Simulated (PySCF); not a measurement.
**Ionisation energy of He by level of theory**

He 1s2 (1S) → He⁺ 1s1 (2S), as a difference of total energies. Calculation: PySCF 2.14, in x2c-QZVPPall; the spin-free X2C one-electron Hamiltonian (Gaussian nucleus). Correlated levels: valence: nothing frozen. The calculations carry no spin-orbit coupling.

Question: Order these methods by the ionisation energy they give, lowest first.
A. UHF
B. CCSD (valence)
C. MP2 (valence)
D. SCS-MP2 (valence)

Answer: A (23.450 eV), C (24.414 eV), B (24.562 eV), D (24.607 eV).

Errors of the correlated levels include the incompleteness of this basis.

With two correlated electrons CCSD is exact in that space.

For comparison: 24.587 eV (measured; NIST Atomic Spectra Database, ionization energies).
